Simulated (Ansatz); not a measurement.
Relaxing Sb

Theory: Ansatz 0.2.0, DFT r2SCAN, scalar-relativistic, plane waves, PAW. Cutoff 500 eV, Γ-centred k mesh, Gaussian smearing, no spin polarisation in the final step.

The start puts Sb on the alpha-gallium structure type (Cmce, No. 64), at a guessed volume.

```xyz
4
Lattice="2.6479 -4.4877 0.0000 2.6479 4.4877 0.0000 0.0000 0.0000 5.3028" Properties=species:S:1:pos:R:3 pbc="T T T"
Sb    2.6479    3.1189    0.4163
Sb    2.6479   -1.3687    2.2351
Sb    2.6479   -3.1189    4.8865
Sb    2.6479    1.3687    3.0677
```

Steps on the 10×10×10 mesh (4 atoms). 12 of 16 steps are shown, and the free energy counts from the last. Trial steps that were taken back and renewals of the plane-wave basis can be among the rows.

| step | ΔF (meV/atom) | V (Å³/atom) | P (GPa) | largest force component (eV/Å) |
| --- | --- | --- | --- | --- |
| 1 | 379.3 | 31.51 | 1.91 | 0.382 |
| 2 | 311.7 | 33.61 | -0.97 | 0.407 |
| 4 | 259.6 | 33.50 | -0.86 | 0.099 |
| 5 | 242.0 | 32.68 | -0.16 | 0.114 |
| 6 | 187.2 | 32.00 | -0.27 | 0.236 |
| 8 | 48.3 | 30.64 | 1.09 | 0.324 |
| 9 | 20.8 | 30.91 | -0.64 | 0.040 |
| 11 | 12.2 | 30.22 | -0.49 | 0.107 |
| 12 | 1.6 | 29.75 | -0.68 | 0.040 |
| 13 | 23.6 | 28.62 | 2.61 | 0.389 |
| 15 | 0.3 | 29.40 | -0.02 | 0.001 |
| 16 | 0.0 | 29.40 | -0.01 | 0.001 |

A final relaxation ran on a 10×10×10 mesh. The relaxed crystal, Pm-3m (No. 221):

```
Sb
1.0
     3.08646    0.00000    0.00000
     0.00000    3.08646    0.00000
     0.00000    0.00000    3.08646
Sb
1
Direct
  0.00000 0.00000 0.00000
```

```json
{
  "Volume per atom": "29.40 Å³",
  "Density": "6.88 g/cm³",
  "Energy over the standard structure": "0.06 eV/atom",
  "Gap on the 10×10×10 mesh": "0 eV (a metal)"
}
```

Energies count from the standard state of Sb at the same level.

The final run used a 10×10×10 mesh on its 4-atom cell and 0.10 eV smearing. The k mesh leaves about 4 meV/atom of noise in metals. Spin–orbit coupling is left out.

Symmetry constrained the relaxation, so the result can be a saddle point.